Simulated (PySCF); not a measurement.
# 2-fluorothiophene: electronic excitations and core binding energies

What electronic excitations and core binding energies should 2-fluorothiophene (`Fc1cccs1`) show?

The runs use PySCF 2.14.0, with density-fitted response routines of our own; the level of theory stands in each step. All values are computed, except where a source is named. Atoms are numbered from 0 throughout.

## Step 1: Starting geometry

9 atoms, charge 0, multiplicity 1; geometry from: GFN2-xTB.

Bonds of the start (Å): F0–C1 1.33, C1–C2 1.35, C2–C3 1.42, C3–C4 1.35, C4–S5 1.72, S5–C1 1.73, C2–H6 1.07, C3–H7 1.07, C4–H8 1.07.

## Step 2: Excited states and response: CAM-B3LYP/def2-SVPD

Job settings and geometry (Å):

```
{"job": {"kind": "uv", "xc": "CAM-B3LYP", "basis": "def2-SVPD", "nstates": 8, "ntriplets": 3}, "charge": 0, "multiplicity": 1}
F      2.594037     0.378602     0.175568
C      1.265746     0.298834     0.093177
C      0.531851    -0.831948    -0.040038
C     -0.851440    -0.538067    -0.094901
C     -1.115718     0.787553    -0.002974
S      0.311958     1.739392     0.154945
H      0.956012    -1.816576    -0.095648
H     -1.611261    -1.290723    -0.198434
H     -2.067623     1.278927    -0.016874
```

Method: TDDFT CAM-B3LYP/def2-SVPD, vertical, gas phase, core orbitals frozen in the response.

The program printed:

```text
coarse grid: 8920 points
cycle   1  E = -651.7008730209  dE =  1.265e+00  |g| = 4.930e-01  |ddm| = 5.249e+00
cycle   2  E = -651.6842185118  dE =  1.665e-02  |g| = 6.061e-01  |ddm| = 1.466e+00
cycle   3  E = -651.7550636040  dE = -7.085e-02  |g| = 4.421e-02  |ddm| = 8.728e-01
cycle   4  E = -651.7555440337  dE = -4.804e-04  |g| = 2.302e-02  |ddm| = 1.347e-01
cycle   5  E = -651.7556718492  dE = -1.278e-04  |g| = 9.781e-03  |ddm| = 6.677e-02
cycle   6  E = -651.7556952848  dE = -2.344e-05  |g| = 1.832e-03  |ddm| = 2.051e-02
cycle   7  E = -651.7556962573  dE = -9.724e-07  |g| = 4.826e-04  |ddm| = 4.198e-03
final grid: 84304 points
cycle   8  E = -651.8355863790  dE = -2.244e-05  |g| = 3.106e-03  |ddm| = 8.560e-02
cycle   9  E = -651.8355855976  dE =  7.814e-07  |g| = 3.841e-03  |ddm| = 1.131e-02
cycle  10  E = -651.8355885330  dE = -2.935e-06  |g| = 2.755e-04  |ddm| = 6.532e-03
cycle  11  E = -651.8355885465  dE = -1.349e-08  |g| = 1.327e-04  |ddm| = 7.188e-04
cycle  12  E = -651.8355885505  dE = -4.021e-09  |g| = 3.193e-05  |ddm| = 3.079e-04
cycle  13  E = -651.8355885508  dE = -2.690e-10  |g| = 8.815e-06  |ddm| = 8.467e-05
converged SCF energy = -651.8355885508

Static polarisability (au): isotropic 61.277, principal 41.488 68.459 73.884

Singlet excitations
state   eV       nm        f      main configurations
  1   5.7134    217.0   0.07318   H->L 0.96
  2   5.8368    212.4   0.00205   H->L+1 0.85
  3   6.1347    202.1   0.08763   H-1->L 0.82, H->L+5 0.11
  4   6.2603    198.0   0.00015   H-1->L+1 0.80
  5   6.6773    185.7   0.00002   H->L+2 0.81, H->L+3 0.08
  6   7.0501    175.9   0.01125   H->L+3 0.50, H->L+4 0.37
  7   7.3096    169.6   0.00764   H-1->L+2 0.75, H->L+3 0.10
  8   7.4360    166.7   0.00304   H->L+4 0.37, H->L+6 0.14, H->L+3 0.14

Triplet excitations (Tamm-Dancoff, eV): 3.6990 4.8454 5.5737
```

It took 14 s on 1 thread, shared host.

Frontier orbitals and where they lie:

| orbital | eV | atoms |
| --- | --- | --- |
| HOMO−3 | -12.09 | F0 23 %, S5 17 %, C4 14 % |
| HOMO−2 | -11.65 | S5 58 %, C1 11 %, C4 8 % |
| HOMO−1 | -8.91 | S5 45 %, C2 19 %, C3 16 % |
| HOMO | -8.18 | C4 28 %, C1 23 %, C3 16 % |
| LUMO | 0.50 | S5 24 %, C4 20 %, C1 19 % |
| LUMO+1 | 1.03 | S5 70 %, C4 7 %, C1 7 % |
| LUMO+2 | 1.40 | S5 56 %, C2 10 %, C1 8 % |

With each of the 8 states as a Gaussian band of 0.4 eV half-width at 1/e, the curve within the window shown has maxima at 208 nm (ε 5,000), 172 nm (ε 770) L/(mol cm). Beyond the last state computed it falls off for lack of states. The curve at chosen wavelengths:

nm, ε (L/mol/cm) and a bar:
```
      160        194 
      163        364 #
      167        613 ###
      170        741 ###
      173        772 ####
      176        715 ###
      180        607 ###
      183        631 ###
      186        861 ####
      190       1574 #########
      193       2362 #############
      196       3229 ###################
      199       4017 ########################
      203       4749 ############################
      206       5002 ##############################
      209       5017 ##############################
      212       4831 #############################
      216       4328 ##########################
      219       3807 ######################
      222       3210 ###################
      226       2385 ##############
      229       1810 ##########
      232       1312 #######
      235        911 ####
      239        524 ##
      242        331 #
```

Ground-state properties from the same run:

```csv
property,computed
dipole moment (D),1.72
polarisability (Å³),9.08
HOMO–LUMO gap (eV),8.68
−ε(HOMO) (eV),8.18
```

## Step 3: Core-electron binding energies: SCAN, X2C

The job, as its differences from that of step 2:

```diff
@@ -1,2 +1,2 @@
-{"job": {"kind": "uv", "xc": "CAM-B3LYP", "basis": "def2-SVPD", "nstates": 8, "ntriplets": 3}, "charge": 0, "multiplicity": 1}
+{"job": {"kind": "xps"}, "charge": 0, "multiplicity": 1}
 F      2.594037     0.378602     0.175568
```

Method: delta-SCF UKS SCAN, pcX-2 on the ionised atom, pcseg-1 elsewhere, spin-free X2C.

The program printed:

```text
ground state, core basis on atom 0 (F), 134 functions
  cycle   1  E = -653.19558508  |g| = 6.01e-01
  cycle   2  E = -653.03048231  |g| = 1.03e+00
  cycle   3  E = -653.25705613  |g| = 1.74e-01
  cycle   4  E = -653.26568483  |g| = 6.44e-02
  cycle   5  E = -653.26642682  |g| = 2.73e-02
  cycle   6  E = -653.26658701  |g| = 8.22e-03
  cycle   7  E = -653.26660174  |g| = 4.70e-03
  cycle   8  E = -653.26660819  |g| = 8.83e-04
  cycle   9  E = -653.26660683  |g| = 4.12e-04
  E(ground) = -653.28622889 Eh
hole in F 1s of atom 0
  cycle   1  E = -626.87592326  |g| = 2.58e+00
  cycle   2  E = -625.03569287  |g| = 2.71e+00
  cycle   3  E = -626.51771331  |g| = 1.40e+00
  cycle   4  E = -627.60563505  |g| = 5.63e-01
  cycle   5  E = -627.73798254  |g| = 2.62e-01
  cycle   6  E = -627.76703021  |g| = 1.31e-01
  cycle   7  E = -627.77542152  |g| = 3.80e-02
  cycle   8  E = -627.77627031  |g| = 1.30e-02
  cycle   9  E = -627.77636729  |g| = 3.91e-03
  cycle  10  E = -627.77637561  |g| = 1.14e-03
  cycle  11  E = -627.77637655  |g| = 6.16e-04
  cycle  12  E = -627.77637677  |g| = 2.76e-04
  E(ion) = -627.80269584 Eh   <S^2> = 0.7570   hole on atom = 1.000   binding energy = 693.442 eV
ground state, core basis on atom 1 (C), 134 functions
  cycle   1  E = -653.22674385  |g| = 1.05e-01
  cycle   2  E = -653.22378689  |g| = 1.59e-01
  cycle   3  E = -653.22787764  |g| = 1.97e-02
  cycle   4  E = -653.22790210  |g| = 1.32e-02
  cycle   5  E = -653.22795488  |g| = 1.35e-03
  cycle   6  E = -653.22795472  |g| = 5.60e-04
  cycle   7  E = -653.22795546  |g| = 1.99e-04
  E(ground) = -653.24626516 Eh
hole in C 1s of atom 1
  cycle   1  E = -641.86572890  |g| = 1.52e+00
  cycle   2  E = -639.38656840  |g| = 2.62e+00
  cycle   3  E = -642.08936062  |g| = 8.31e-01
  cycle   4  E = -642.30876536  |g| = 5.56e-01
  cycle   5  E = -642.44298847  |g| = 1.60e-01
  cycle   6  E = -642.45214718  |g| = 6.70e-02
  cycle   7  E = -642.45444991  |g| = 3.23e-02
  cycle   8  E = -642.45499015  |g| = 1.31e-02
  cycle   9  E = -642.45510268  |g| = 7.40e-03
  cycle  10  E = -642.45516841  |g| = 4.17e-03
  cycle  11  E = -642.45521862  |g| = 2.60e-03
  cycle  12  E = -642.45524429  |g| = 1.93e-03
  cycle  13  E = -642.45525229  |g| = 1.11e-03
  cycle  14  E = -642.45525560  |g| = 4.08e-04
  E(ion) = -642.47484240 Eh   <S^2> = 0.8151   hole on atom = 1.000   binding energy = 293.105 eV
ground state, core basis on atom 2 (C), 134 functions
  cycle   1  E = -653.22369377  |g| = 5.88e-02
  cycle   2  E = -653.22356461  |g| = 3.09e-02
  cycle   3  E = -653.22349238  |g| = 3.52e-02
  cycle   4  E = -653.22377176  |g| = 7.94e-03
  cycle   5  E = -653.22378972  |g| = 1.37e-03
  cycle   6  E = -653.22379176  |g| = 5.17e-04
  cycle   7  E = -653.22379230  |g| = 9.02e-05
  E(ground) = -653.24204146 Eh
hole in C 1s of atom 2
  cycle   1  E = -641.96610676  |g| = 1.52e+00
  cycle   2  E = -640.86049624  |g| = 2.05e+00
  cycle   3  E = -642.32254715  |g| = 6.19e-01
  cycle   4  E = -642.40834372  |g| = 4.76e-01
  cycle   5  E = -642.53522892  |g| = 1.35e-01
  cycle   6  E = -642.54151223  |g| = 6.86e-02
  cycle   7  E = -642.54380780  |g| = 1.39e-02
  cycle   8  E = -642.54392022  |g| = 5.72e-03
  cycle   9  E = -642.54394504  |g| = 3.21e-03
  cycle  10  E = -642.54395537  |g| = 2.26e-03
  cycle  11  E = -642.54396471  |g| = 9.76e-04
  cycle  12  E = -642.54396725  |g| = 6.12e-04
  cycle  13  E = -642.54396908  |g| = 4.68e-04
  E(ion) = -642.56222009 Eh   <S^2> = 0.7779   hole on atom = 1.000   binding energy = 290.613 eV
ground state, core basis on atom 3 (C), 134 functions
  cycle   1  E = -653.22297267  |g| = 5.97e-02
  cycle   2  E = -653.22271187  |g| = 3.93e-02
  cycle   3  E = -653.22269509  |g| = 3.87e-02
  cycle   4  E = -653.22306409  |g| = 1.21e-02
  cycle   5  E = -653.22310547  |g| = 6.34e-04
  cycle   6  E = -653.22310544  |g| = 3.27e-04
  E(ground) = -653.24125572 Eh
hole in C 1s of atom 3
  cycle   1  E = -641.96159163  |g| = 1.52e+00
  cycle   2  E = -640.79558059  |g| = 2.06e+00
  cycle   3  E = -642.29997714  |g| = 6.33e-01
  cycle   4  E = -642.40465971  |g| = 4.75e-01
  cycle   5  E = -642.53134441  |g| = 1.31e-01
  cycle   6  E = -642.53693328  |g| = 7.78e-02
  cycle   7  E = -642.54055880  |g| = 1.66e-02
  cycle   8  E = -642.54073766  |g| = 6.68e-03
  cycle   9  E = -642.54079380  |g| = 4.92e-03
  cycle  10  E = -642.54082782  |g| = 3.25e-03
  cycle  11  E = -642.54085826  |g| = 1.56e-03
  cycle  12  E = -642.54086549  |g| = 5.47e-04
  cycle  13  E = -642.54086614  |g| = 3.60e-04
  E(ion) = -642.55897995 Eh   <S^2> = 0.7919   hole on atom = 1.000   binding energy = 290.680 eV
ground state, core basis on atom 4 (C), 134 functions
  cycle   1  E = -653.22332424  |g| = 6.05e-02
  cycle   2  E = -653.22302278  |g| = 4.19e-02
  cycle   3  E = -653.22304713  |g| = 3.97e-02
  cycle   4  E = -653.22343527  |g| = 1.13e-02
  cycle   5  E = -653.22347508  |g| = 1.36e-03
  cycle   6  E = -653.22347501  |g| = 5.69e-04
  cycle   7  E = -653.22347441  |g| = 1.28e-04
  E(ground) = -653.24172177 Eh
hole in C 1s of atom 4
  cycle   1  E = -641.94279617  |g| = 1.52e+00
  cycle   2  E = -640.57007495  |g| = 2.19e+00
  cycle   3  E = -642.32264652  |g| = 6.21e-01
  cycle   4  E = -642.40672125  |g| = 4.66e-01
  cycle   5  E = -642.52710527  |g| = 1.16e-01
  cycle   6  E = -642.53325044  |g| = 2.93e-02
  cycle   7  E = -642.53362571  |g| = 1.38e-02
  cycle   8  E = -642.53372054  |g| = 5.65e-03
  cycle   9  E = -642.53374702  |g| = 3.05e-03
  cycle  10  E = -642.53376469  |g| = 2.41e-03
  cycle  11  E = -642.53377316  |g| = 1.20e-03
  cycle  12  E = -642.53377644  |g| = 6.97e-04
  cycle  13  E = -642.53377775  |g| = 5.88e-04
  cycle  14  E = -642.53377704  |g| = 2.50e-04
  E(ion) = -642.55241699 Eh   <S^2> = 0.7860   hole on atom = 1.000   binding energy = 290.871 eV
ground state, core basis on atom 5 (S), 145 functions
  cycle   1  E = -653.37160712  |g| = 4.05e-01
  cycle   2  E = -653.37134019  |g| = 5.04e-02
  cycle   3  E = -653.37022116  |g| = 8.18e-02
  cycle   4  E = -653.37196734  |g| = 6.22e-03
  cycle   5  E = -653.37196765  |g| = 4.64e-03
  cycle   6  E = -653.37197210  |g| = 6.98e-04
  cycle   7  E = -653.37197117  |g| = 2.82e-04
  E(ground) = -653.37560689 Eh
hole in S 1s of atom 5
  cycle   1  E = -561.08972708  |g| = 5.08e+00
  cycle   2  E = -559.96309058  |g| = 2.67e+00
  cycle   3  E = -558.71454187  |g| = 2.36e+00
  cycle   4  E = -562.20715663  |g| = 4.22e-01
  cycle   5  E = -562.08180486  |g| = 6.52e-01
  cycle   6  E = -562.29849617  |g| = 7.65e-02
  cycle   7  E = -562.29919058  |g| = 6.51e-02
  cycle   8  E = -562.30129641  |g| = 2.03e-02
  cycle   9  E = -562.30148866  |g| = 3.37e-03
  cycle  10  E = -562.30149363  |g| = 1.11e-03
  cycle  11  E = -562.30149605  |g| = 5.67e-04
  cycle  12  E = -562.30149501  |g| = 2.41e-04
  E(ion) = -562.29703088 Eh   <S^2> = 0.7516   hole on atom = 1.000   binding energy = 2478.374 eV
hole in S 2p of atom 5
  cycle   1  E = -646.64455458  |g| = 1.52e+00
  cycle   2  E = -645.65580988  |g| = 1.79e+00
  cycle   3  E = -646.67830548  |g| = 8.38e-01
  cycle   4  E = -647.05659190  |g| = 2.21e-01
  cycle   5  E = -647.06199483  |g| = 2.05e-01
  cycle   6  E = -647.08170744  |g| = 5.19e-02
  cycle   7  E = -647.08271772  |g| = 2.10e-02
  cycle   8  E = -647.08284709  |g| = 1.29e-02
  cycle   9  E = -647.08293236  |g| = 4.63e-03
  cycle  10  E = -647.08294205  |g| = 2.13e-03
  cycle  11  E = -647.08294460  |g| = 6.04e-04
  cycle  12  E = -647.08294606  |g| = 3.74e-04
  E(ion) = -647.09322893 Eh   <S^2> = 0.7545   hole on atom = 1.001   binding energy = 170.952 eV
  2p3/2 = 170.408 eV   2p1/2 = 171.645 eV
```

Run time: 37 s. Hardware: 1 thread, shared host.

The holes in one table. −ε is the ground-state orbital energy:

```csv
hole,stands for,environment,ΔSCF (eV; 2p as the shell's mean),−ε (eV),⟨S²⟩
F1s on F0,F0,aryl fluorine,693.44,667.7,0.757
C1s on C1,C1,aromatic carbon bearing fluorine,293.11,276.8,0.815
C1s on C2,C2,aromatic CH,290.61,274.0,0.778
C1s on C3,C3,aromatic CH,290.68,274.1,0.792
C1s on C4,C4,aromatic CH next to the ring sulfur,290.87,274.6,0.786
S1s on S5,S5,aromatic ring sulfur,2478.37,2416.1,0.752
S2p on S5,S5,aromatic ring sulfur,170.82,159.2,0.755
```

With the spin-orbit splitting: S5 2p3/2 170.41, 2p1/2 171.64 eV. The table gives each 2p level as the mean over the whole 2p shell (two parts 2p3/2, one part 2p1/2), which differs a little from the single hole in the log.

## Step 4: Results

| quantity | value |
| --- | --- |
| lowest singlet (CAM-B3LYP/def2-SVPD) | 5.71 eV (217 nm), f = 0.073 |
| brightest single state of those computed | state 3, 6.13 eV, f = 0.088 |
| lowest triplet | 3.70 eV |
| C1s binding energies, SCAN/pcX-2 | C1 293.11, C4 290.87, C3 290.68, C2 290.61 eV |
| F1s binding energies, SCAN/pcX-2 | F0 693.44 eV |
| S1s binding energies, SCAN/pcX-2 | S5 2478.37 eV |
| S2p binding energies, SCAN/pcX-2 | S5 170.82 eV |

The first singlet state (HOMO→LUMO 0.96) lies at 5.71 eV and is bright; of the 8 states computed, the strongest absorption comes from state 3 at 6.13 eV. The lowest triplet lies 2.01 eV below the lowest singlet (triplets in Tamm-Dancoff, singlets in full TDDFT). C1 (aromatic carbon bearing fluorine) binds its C1s electron 2.49 eV more tightly than C2 (aromatic CH).
